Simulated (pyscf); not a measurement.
Routes from HO–Si(OH)(F)–F + H₂

Candidate steps break at most two bonds and form at most two. Each was searched with GFN2-xTB (tblite) first. Single points on ωB97X-D3(BJ)/def2-SVP structures (PySCF, gas phase). Energies: ωB97M-D3(BJ)/def2-TZVP, kcal/mol, from the separated reactants, singlet surface; ΔG‡ with ideal gas, 1 atm, RRHO with modes under 100 cm⁻¹ raised to 100, one conformer, R ln 2 for chiral ones without a mode under 150 cm⁻¹.

```json
[
 {"products": "H₂O + HO–SiH(F)–F", "type": "four-centre exchange", "ΔE‡": "52.3", "ΔE": "+22.7", "ΔG‡ 298 K": "63.6", "ΔG‡ 900 K": "84.8", "ν‡ (cm⁻¹)": "1366i"},
 {"products": "HO–SiH(OH)–F + HF", "type": "four-centre exchange", "ΔE‡": "56.9", "ΔE": "+32.5", "ΔG‡ 298 K": "68.3", "ΔG‡ 900 K": "89.1", "ν‡ (cm⁻¹)": "1036i"},
 {"products": "HO–Si(OH)(F)–F + H₂", "type": "four-centre exchange", "ΔE‡": "67.4", "ΔE": "0.0", "ΔG‡ 298 K": "74.9", "ΔG‡ 900 K": "92.4", "ν‡ (cm⁻¹)": "2683i"}
]
```

Row 1: On the product side the descent ends in a complex, 4.1 kcal/mol under the separated species and 34.1 kcal/mol under the saddle at ωB97X-D3(BJ)/def2-TZVP. Row 2: On the product side the descent ends in a complex (not fully relaxed), 5.9 kcal/mol under the separated species and 30.9 kcal/mol under the saddle at ωB97X-D3(BJ)/def2-TZVP. 

Plain bond fissions and candidates not yet searched are not listed, and one of them may be faster. Each barrier is that of the saddle found; lower ones may exist.
